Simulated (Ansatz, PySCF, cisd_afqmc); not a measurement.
System: AlCl₂, charge 0, doublet. AlCl2 (SMILES [Cl][Al][Cl], doublet).
B3LYP-D3(BJ)/def2-TZVP minimum from Ansatz (a quantum-chemistry and plane-wave program):
```
Al
Cl 1 2.1140
Cl 1 2.1140 2 118.91
```
Charge 0, spin multiplicity 2.

Atomisation energy term by term, kcal/mol (programs: Ansatz, cisd_afqmc). UHF or UKS for unpaired electrons; spin-orbit terms are left out. Correlated methods leave the cores frozen. Rows without X2C or -DK are non-relativistic. AFQMC is phaseless with a CISD trial state; ± is one standard error, without the phaseless bias. Outlying blocks are dropped, and bars are widened where a walk drifts. Over all cases where full CI ran beside it in this data, AFQMC minus full CI had a median of +0.1 mEh and passed +0.4 mEh in a tenth of the cases. CBS(X,Y): correlation extrapolated as X^-3, Hartree-Fock from the larger set (Q,5: extrapolated as (X+1)exp(-9√X)). A bracket is a step between two methods taken in the basis named. '+ core + X2C': CCSD(T) terms for core correlation (cc-pwCVTZ, 1s frozen past Ne) and scalar relativity (cc-pVTZ-DK). For partners of very few electrons the exact lower level stands in for a higher one.

```json
[
 {"term": "Hartree-Fock", "basis": "CBS(cc-pV(Q+d)Z,cc-pV(5+d)Z)", "kcal/mol": "153.85"},
 {"term": "CCSD correlation", "basis": "CBS(cc-pV(Q+d)Z,cc-pV(5+d)Z)", "kcal/mol": "35.90"},
 {"term": "(T)", "basis": "CBS(cc-pV(Q+d)Z,cc-pV(5+d)Z)", "kcal/mol": "5.46"},
 {"term": "CCSDT(Q) - CCSD(T)", "basis": "cc-pV(D+d)Z", "kcal/mol": "0.29"},
 {"term": "core correlation", "basis": "cc-pwCVTZ", "kcal/mol": "-0.61"},
 {"term": "scalar relativity", "basis": "X2C, cc-pVTZ-DK", "kcal/mol": "-0.81"},
 {"term": "minus zero-point energy", "basis": "Hessian by PySCF at B3LYP-D3(BJ)/def2-TZVP", "kcal/mol": "-1.64"},
 {"term": "sum: D0", "basis": "", "kcal/mol": "192.4"}
]
```

The step beyond CCSD(T) by other levels: AFQMC/CISD in cc-pV(D+d)Z 0.81 ± 0.27 kcal/mol.
